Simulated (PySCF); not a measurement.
**How the numerical set-up moves the result for LiSi (quartet)**

The method stays; parts of the set-up, such as the basis or the Hamiltonian, are changed.

Computed with PySCF 2.14.0. Level: method and basis as typed in the scripts.

### Step 1. Where the work starts

LiSi (quartet): 2 atoms, charge 0, spin multiplicity 4.

Bond lengths: Li1–Si2 2.760 Å.

### Step 2. Base script

input.py

```python
from pyscf import gto, dft

mol = gto.M(
    atom='Li 0 0 0; Si 0 0 2.76',
    basis='cc-pcvdz',
    charge=0,
    spin=3,
    symmetry=True,
    verbose=3,
)
mf = dft.UKS(mol, xc='camb3lyp')
mf.kernel()
mf.dip_moment()
print('orbital energies (hartree):', [e[max(0, n-3):n+3].round(4) for e, n in zip(mf.mo_energy, mol.nelec)])
```

Run with:

```console
$ OMP_NUM_THREADS=1 python input.py
```

The log of this run is left out.

It gives: E(SCF) = -296.895816 Eh, ⟨S²⟩ = 3.751, μ = 6.92 D.

The bond length is a typed value, not an optimised one. The quartet is typed in the script; nothing here shows that it is the ground state.

### Step 3. Def2-svp

Run 1 changes basis set: cc-pcvdz → def2-svp.

input.py

```python
from pyscf import gto, dft

mol = gto.M(
    atom='Li 0 0 0; Si 0 0 2.76',
    basis='def2-svp',
    charge=0,
    spin=3,
    symmetry=True,
    verbose=3,
)
mf = dft.UKS(mol, xc='camb3lyp')
mf.kernel()
mf.dip_moment()
print('orbital energies (hartree):', [e[max(0, n-3):n+3].round(4) for e, n in zip(mf.mo_energy, mol.nelec)])
```

Run with:

```console
$ OMP_NUM_THREADS=1 python input.py
```

### Step 4. Integration grid 5

Run 2 changes integration grid: default → 5.

input.py, as its differences from that of step 2:

```diff
@@ -11,2 +11,3 @@
 mf = dft.UKS(mol, xc='camb3lyp')
+mf.grids.level = 5
 mf.kernel()
```

### Step 5. X2c-tzvpall (X2C on)

Run 3 changes basis set: cc-pcvdz → x2c-tzvpall; spin-free X2C: off → on.

input.py, as its differences from that of step 2:

```diff
@@ -4,3 +4,3 @@
     atom='Li 0 0 0; Si 0 0 2.76',
-    basis='cc-pcvdz',
+    basis='x2c-tzvpall',
     charge=0,
@@ -11,2 +11,3 @@
 mf = dft.UKS(mol, xc='camb3lyp')
+mf = mf.sfx2c1e()
 mf.kernel()
```

Q: Predict the outcome of this session. Wanted: for each run, E(SCF); from base; gap, α spin; SCF dipole.

**Answer**, as computed:

| run | E(SCF) (hartree) | from base (eV) | gap, α spin (eV) | SCF dipole (D) | functions |
| --- | --- | --- | --- | --- | --- |
| base | -296.895816 | 0 | 4.07 | 6.92 | 45 |
| def2-svp | -296.791061 | +2.8505 | 4.05 | 7.25 | 27 |
| integration grid 5 | -296.895816 | 0.0000 | 4.07 | 6.92 | 45 |
| x2c-tzvpall (X2C on) | -297.508610 | not comparable | 4.05 | 7.13 | 51 |

What this shows: With integration grid 5 the SCF ends at the base energy. def2-svp (27 functions) gives an energy 2.85 eV higher than cc-pcvdz (45).
